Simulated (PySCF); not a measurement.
Species: C4H6S.
SMILES: `C1C(C=S)C1`

Torsions of this conformer, `[S:1]=[CH:2][CH:3]1[CH2:4][CH2:5]1`: S1–C2–C3–C4 -146°.

The closed-shell ground state was solved at several levels (PySCF, density fitting, gas phase, non-relativistic). Geometry: PBE0-D3(BJ)/def2-SVP, one conformer, isolated molecule.

| level | basis functions | total energy (Eh) | HOMO (eV) | LUMO (eV) | gap (eV) | dipole (D) |
| --- | --- | --- | --- | --- | --- | --- |
| PBE0/def2-SVPD | 155 | -553.6258 | -6.38 | -2.04 | 4.34 | 3.46 |
| PBE0/pcSseg-2 | 271 | -553.9234 | -6.35 | -1.99 | 4.36 | 3.41 |

(1) Estimate the row for PBE0/pcSseg-1, a basis of 122 functions; the other rows only guide the guess.

(2) How much does the basis alone move the frontier levels among the 3 PBE0 rows (the withheld one included)?

(3) How far do the dipole and the HOMO energy spread over the levels?

Answers

(1) Total energy -553.8098 Eh, HOMO -6.34 eV, LUMO -1.97 eV, gap 4.37 eV, dipole 3.32 D.

(2) The HOMO by 0.04 eV and the LUMO by 0.07 eV. By rising basis size (HOMO, LUMO in eV): pcSseg-1 -6.34, -1.97; def2-SVPD -6.38, -2.04; pcSseg-2 -6.35, -1.99.

(3) The dipole runs from 3.32 to 3.46 D (mean 3.40 D) and the HOMO from -6.38 to -6.34 eV.
